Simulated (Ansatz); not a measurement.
# BClFH2: the cost of one run

Program: Ansatz 0.2.0. Level of theory: UKS PBE-D4/def2-SVP. These are calculated values, not measurements.

## (1) The structure to begin with

Bond lengths: B1–Cl2 2.110 Å, B1–F3 1.320 Å, B1–H4 1.190 Å. Angles: Cl2–B1–F3 120.0°, Cl2–B1–H4 120.0°, F3–B1–H4 120.0°.

Coordinates:

```xyz
5

B     0.0000    0.0000    0.0000
Cl    0.0000    0.0000    2.1100
F     1.1431    0.0000   -0.6600
H    -1.0305    0.0000   -0.5950
H     0.0000    0.0000    3.7800
```

## (2) A restrained relaxation towards end A

Springs on the bonds that form and break draw the guess towards this end; the thresholds are loose.

Contents of input.yaml:

```yaml
crystal:
  periodic: [false, false, false]
  atoms:
    - { symbol: B, position_ang: [0.0, 0.0, 0.0] }
    - { symbol: Cl, position_ang: [0.0, 0.0, 2.11] }
    - { symbol: F, position_ang: [1.1431, 0.0, -0.66] }
    - { symbol: H, position_ang: [-1.0305, 0.0, -0.595] }
    - { symbol: H, position_ang: [0.0, 0.0, 3.78] }
magnetization:
  spin_polarized: true
  initial_magnetization: 1
basis:
  gaussian: { orbitals: def2-SVP }
hamiltonian:
  xc: pbe
  dispersion: d4
relax:
  f_tol: 0.15
  max_steps: 25
  restrain:
    - { distance: [1, 4], at: 2.57, k: 30.0 }
    - { distance: [0, 1], at: 1.86, k: 30.0 }
output:
  orbitals: {}
```

Command:

```
$ ansatz run input.yaml --threads 1 --pin off --max-ram 2048MiB --backend cpu --events-out ev --progress --plain --runs-dir out
```

Q: Estimate wall time and peak memory on 1 thread of Arm Neoverse V1, shared host.

About 12 s, with a peak of 0.13 GiB.
